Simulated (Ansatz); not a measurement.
bcc Na was calculated with RPBE (Ansatz, a first-principles code, PAW).

Excerpt of the program's output:

```
Crystal: 1 atoms, lattice volume = 39.405 Å³
Basis set: ecut = 520 eV, 1055 PW (Γ), exchange–correlation on 60×60×60 points (8 copies of the dense FFT grid, shifted against one another)
Bands: 9, of which v1, the nominal top of the filled ones, is band 5 counted from 1 (4 counted from 0)
Symmetry: 48 space group operations
Space group: Im-3m (ITA 229), of the structure as read, at distance tolerance 3.4e-5 Å
k-points: 195 of 5832
Functional: x = rpbe, c = pbe(β = 0.06672455060314922)
SCF iter   1: F=—  HF=-1489.108396 eV  |F-HF|=—  |Δ(HF+E_count)|=         —  Δρ=2.04e-3  dr2=7.92e-4
SCF iter   2: F=—  HF=-1489.108021 eV  |F-HF|=—  |Δ(HF+E_count)|=   3.75e-4  Δρ=5.64e-4  dr2=9.06e-5
  ...
SCF iter   6: F=—  HF=-1489.108106 eV  |F-HF|=—  |Δ(HF+E_count)|=   3.66e-7  Δρ=1.78e-6  dr2=4.76e-10
SCF iter   7: F=-1489.108106 eV  HF=-1489.108106 eV  |F-HF|=4.93e-11  |Δ(HF+E_count)|=   1.52e-9  Δρ=2.20e-7  dr2=8.66e-12
SCF 1 converged in 7 iterations: F = -1489.108106 eV  dr2 = 8.66e-12
SCF converged after 7 iterations
Free energy (F): -1489.108106 eV
Internal energy: -1489.104201 eV  (E = F + TS)
E sigma→0 (E₀):  -1489.106154 eV
Fermi energy:    1.596064 eV
--- Stress (GPa, compression-positive) ---
        0.007663       0.000000       0.000000
        0.000000       0.007663       0.000000
        0.000000       0.000000       0.007663
  P = ⅓ Tr σ = 0.0077 GPa (0.077 kbar)
```

### Question
Write an input file that could have produced this run (the log leaves some choices open).

### Answer
One answer among several that fit: 
Ansatz 0.2 input:
```yaml
crystal:
  lattice:
    - [-2.1437, 2.1437, 2.1437]
    - [2.1437, -2.1437, 2.1437]
    - [2.1437, 2.1437, -2.1437]
  atoms:
    - { symbol: Na, position: [0.0, 0.0, 0.0] }
basis:
  ecutwfc: 520
  ecutrho_ratio: 4
  xc_grid: 2
kpoints:
  mp_grid: { grid: [18, 18, 18] }
hamiltonian:
  xc: rpbe
  dispersion: none
  pseudopotentials: { kind: paw }
scf:
  occupations: { method: fermi_dirac, width: 0.05 }
  convergence: { dr2_threshold: 0.0000000001 }
output:
  forces: false
  stress: true
  eigenvalues: true
```

The PAW data were made under PBE.

Note: cell and atoms aren't relaxed at this level.
